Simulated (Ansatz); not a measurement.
Input for Ansatz (development build ahead of 0.2.0):

```yaml
crystal:
  periodic: [false, false, false]
  atoms:
    - { symbol: B, position_ang: [0.0, 0.0, -1.01177] }
    - { symbol: Al, position_ang: [0.0, 0.0, 1.01177] }
basis:
  gaussian: { orbitals: def2-SVP }
magnetization:
  initial_magnetization: 2
hamiltonian:
  xc: hf
correlation:
  method: mp2
  frozen_orbitals: { Al: 5, B: 1 }
```

The input is written out in the form of the current development build from the run's settings. Correlation on restricted open-shell orbitals is semicanonical, with singles.

The run gave:

```json
{"Converged": "yes", "Reference energy": "-266.33253 hartree", "Correlation energy": "-0.08020 hartree", "Total energy": "-266.41273 hartree", "Spin squared of the determinant": "2.000", "Stability test": "minimum among restricted orbitals", "Occupied orbitals by symmetry in an Abelian subgroup (alpha; beta)": "7 A1 1 B1 2 B2; 6 A1 1 B1 1 B2"}
```

Messages of the program:
```
mean field -7247.27737947 eV, -266.3325313146 hartree, gradient 1.5e-6 eV, S^2 2.000000; 17 other ends of a descent, 0 dependent functions left out
with unlike orbitals of the spins -7247.51572970 eV, -266.3412905239 hartree, S^2 2.5225
```

Caution: the determinant may break the point group.
